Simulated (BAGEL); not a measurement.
**AlNH6 (Al(NH3)H3): B3LYP/6-31G(d) (density fitting with qzvpp-jkfit, spherical functions)**

Aim: the energy change on altering one bond length of AlNH6 (Al(NH3)H3) at B3LYP/6-31G* (density fitting with qzvpp-jkfit, spherical functions), from 2 runs. 

The results are computed with BAGEL 1.2.2.

4 further runs of the same task are left out: 1 that didn't finish, 3 set aside as unsound or not needed.

**1. Starting point**

AlNH6: 8 atoms, total charge 0, spin state singlet. SMILES: `[H][Al]([H])([H])<-[NH3]`. The shape comes from GFN2-xTB, which is rough for such elements, and wasn't checked as a minimum.

Bond lengths: Al1–N2 2.053 Å, N2–H3 1.017 Å, N2–H4 1.018 Å, N2–H5 1.018 Å, Al1–H6 1.570 Å, Al1–H7 1.570 Å, Al1–H8 1.571 Å. Some angles: Al1–N2–H3 110.9°, Al1–N2–H4 110.3°, Al1–N2–H5 110.8°, N2–Al1–H6 97.7°, N2–Al1–H7 97.7°, N2–Al1–H8 97.9°, H3–N2–H4 108.2°, H3–N2–H5 108.3°, H4–N2–H5 108.2°, H6–Al1–H7 118.1°.

**2. The energy at B3LYP/6-31G(d) (density fitting with qzvpp-jkfit, spherical functions)**

File input.json:

```json
{ "bagel": [

{
  "title": "molecule",
  "basis": "6-31gs.json",
  "df_basis": "qzvpp-jkfit",
  "angstrom": true,
  "geometry": [
    { "atom": "Al", "xyz": [   -0.003210,    0.003300,   -1.081610 ] },
    { "atom": "N", "xyz": [    0.001320,   -0.005080,    0.971240 ] },
    { "atom": "H", "xyz": [   -0.947740,    0.031660,    1.336200 ] },
    { "atom": "H", "xyz": [    0.509990,    0.801710,    1.326690 ] },
    { "atom": "H", "xyz": [    0.448970,   -0.846490,    1.328250 ] },
    { "atom": "H", "xyz": [    1.552450,   -0.025230,   -1.294610 ] },
    { "atom": "H", "xyz": [   -0.753790,    1.367490,   -1.284780 ] },
    { "atom": "H", "xyz": [   -0.807980,   -1.327350,   -1.301380 ] }
  ]
},
{
  "title": "ks",
  "xc_func": "b3lyp"
},
{
  "title": "print",
  "file": "orbitals.molden",
  "orbitals": true
}

]}
```

The basis set 6-31G* is read from a file made from the Basis Set Exchange's data (not shown).

The run is started by

```
$ BAGEL_NUM_THREADS=1 BAGEL input.json > input.out
```

Output:

```text
* using 1 threads per process

  ===============================================================
  ===============================================================

  *** Geometry ***

  { "atom" : "Al", "xyz" : [     -0.006066,      0.006236,     -2.043947 ] },
  { "atom" : "N", "xyz" : [      0.002494,     -0.009600,      1.835378 ] },
  { "atom" : "H", "xyz" : [     -1.790969,      0.059829,      2.525052 ] },
  { "atom" : "H", "xyz" : [      0.963741,      1.515012,      2.507081 ] },
  { "atom" : "H", "xyz" : [      0.848430,     -1.599634,      2.510029 ] },
  { "atom" : "H", "xyz" : [      2.933705,     -0.047678,     -2.446458 ] },
  { "atom" : "H", "xyz" : [     -1.424457,      2.584182,     -2.427882 ] },
  { "atom" : "H", "xyz" : [     -1.526861,     -2.508328,     -2.459252 ] },

  Number of auxiliary basis functions:      313

  Since a DF basis is specified, we compute 2- and 3-index integrals:
    o Being stored without compression. Storage requirement is 0.005 GB

  Number of basis functions:       44
  Number of electrons      :       26

    * METHOD: MOLECULE                             0.09

  *** Kohn-Sham DFT ***

    * Removing 12878 points whose weight is below 1.00e-10
    * Grid points: 106370

  === Nuclear Repulsion ===
    62.5849488281

       - DIIS with orbital gradients will be used.

  === KS iteration (b3lyp / 6-31gs.json) ===
      0       -288.15610663          0.16217119           0.17
      1       -286.83342149          0.13023613           0.18
      2       -282.83747331          0.16905208           0.17
      3       -299.44197970          0.09052112           0.18
      4       -300.67955492          0.02677288           0.18
      5       -300.69742325          0.02616464           0.19
      6       -300.74506135          0.01858931           0.20
      7       -300.79771075          0.00358320           0.18
      8       -300.79977690          0.00024877           0.17
      9       -300.79979518          0.00006554           0.17
     10       -300.79979631          0.00000479           0.18
     11       -300.79979631          0.00000091           0.19
     12       -300.79979631          0.00000036           0.18
     13       -300.79979631          0.00000005           0.19
     14       -300.79979631          0.00000003           0.18
     15       -300.79979631          0.00000000           0.18
    * SCF iteration converged.

    * Permanent dipole moment:
           (   -0.005625,     0.007640,    -2.146834) a.u.

    * METHOD: KS                                   3.31

    * METHOD: PRINT                                0.01

  ===============================================================
```

Run time: 3.6 s. Hardware: 1 thread of Arm Neoverse V1, shared host; peak memory 0.24 GiB.

**3. The distorted shape at the same level**

File input.json:

```json
{ "bagel" : [

{
  "title" : "molecule",
  "basis" : "6-31gs.json",
  "df_basis" : "qzvpp-jkfit",
  "angstrom" : true,
  "geometry" : [
    { "atom" : "Al", "xyz" : [   -0.008646,    0.013356,   -3.545011 ] },
    { "atom" : "N", "xyz" : [    0.001320,   -0.005080,    0.971240 ] },
    { "atom" : "H", "xyz" : [   -0.947740,    0.031660,    1.336200 ] },
    { "atom" : "H", "xyz" : [    0.509990,    0.801710,    1.326690 ] },
    { "atom" : "H", "xyz" : [    0.448970,   -0.846490,    1.328250 ] },
    { "atom" : "H", "xyz" : [    1.547014,   -0.015174,   -3.758011 ] },
    { "atom" : "H", "xyz" : [   -0.759226,    1.377546,   -3.748181 ] },
    { "atom" : "H", "xyz" : [   -0.813416,   -1.317294,   -3.764781 ] }
  ]
},
{
  "title" : "ks",
  "xc_func" : "b3lyp"
},
{
  "title" : "print",
  "file" : "orbitals.molden",
  "orbitals" : true
}

]}
```

The basis set 6-31G* is read from a file made from the Basis Set Exchange's data (not shown).

The run is started by

```
$ BAGEL_NUM_THREADS=1 BAGEL input.json > input.out
```

Output:

```text
* using 1 threads per process

  ===============================================================
  ===============================================================

  *** Geometry ***

  { "atom" : "Al", "xyz" : [     -0.016339,      0.025239,     -6.699100 ] },
  { "atom" : "N", "xyz" : [      0.002494,     -0.009600,      1.835378 ] },
  { "atom" : "H", "xyz" : [     -1.790969,      0.059829,      2.525052 ] },
  { "atom" : "H", "xyz" : [      0.963741,      1.515012,      2.507081 ] },
  { "atom" : "H", "xyz" : [      0.848430,     -1.599634,      2.510029 ] },
  { "atom" : "H", "xyz" : [      2.923433,     -0.028675,     -7.101612 ] },
  { "atom" : "H", "xyz" : [     -1.434729,      2.603185,     -7.083036 ] },
  { "atom" : "H", "xyz" : [     -1.537133,     -2.489325,     -7.114405 ] },

  Number of auxiliary basis functions:      313

  Since a DF basis is specified, we compute 2- and 3-index integrals:
    o Being stored without compression. Storage requirement is 0.005 GB

  Number of basis functions:       44
  Number of electrons      :       26

    * METHOD: MOLECULE                             0.07

  *** Kohn-Sham DFT ***

    * Removing 10537 points whose weight is below 1.00e-10
    * Grid points: 108711

  === Nuclear Repulsion ===
    43.5453363601

       - DIIS with orbital gradients will be used.

  === KS iteration (b3lyp / 6-31gs.json) ===
      0       -291.53312904          0.12754722           0.18
      1       -293.71183191          0.12192294           0.17
      2       -281.31290642          0.14509679           0.18
      3       -286.69183856          0.08439216           0.17
      4       -287.45806733          0.08905943           0.17
      5       -299.20713837          0.03206082           0.18
      6       -299.95261620          0.05723941           0.17
      7       -300.09516439          0.05459330           0.16
      8       -299.01632111          0.06117132           0.16
      9       -300.20935269          0.05037115           0.16
     10       -300.68055195          0.01968816           0.16
     11       -300.74858266          0.00372327           0.16
     12       -300.75033375          0.00125138           0.16
     13       -300.75096895          0.00009210           0.17
     14       -300.75097091          0.00001170           0.16
     15       -300.75097094          0.00000210           0.17
     16       -300.75097094          0.00000039           0.17
     17       -300.75097094          0.00000018           0.17
     18       -300.75097094          0.00000001           0.17
    * SCF iteration converged.

    * Permanent dipole moment:
           (   -0.004514,     0.002977,    -1.259406) a.u.

    * METHOD: KS                                   3.56

    * METHOD: PRINT                                0.01

  ===============================================================
```

Wall time 3.9 s (1 thread of Arm Neoverse V1, shared host); peak memory 0.25 GiB.

**4. Outcome**

At B3LYP/6-31G* (density fitting with qzvpp-jkfit, spherical functions):

| quantity | value |
| --- | --- |
| first shape: total energy | -300.79980 Eh |
| first shape: dipole moment | 5.46 D |
| first shape: HOMO energy | -7.17 eV |
| first shape: LUMO energy | -0.12 eV |
| first shape: HOMO–LUMO gap | 7.05 eV |
| distorted shape: total energy | -300.75097 Eh |
| distorted shape: dipole moment | 3.20 D |
| distorted shape: HOMO energy | -7.20 eV |
| distorted shape: LUMO energy | -1.65 eV |
| distorted shape: HOMO–LUMO gap | 5.55 eV |
| energy change with the Al1–N2 bond stretched from 2.053 to 4.516 Å | 1.329 eV |

With the Al1–N2 bond stretched from 2.053 to 4.516 Å the energy rises by 1.33 eV (31 kcal/mol). The first shape isn't relaxed at this level, so the change isn't measured from a minimum.
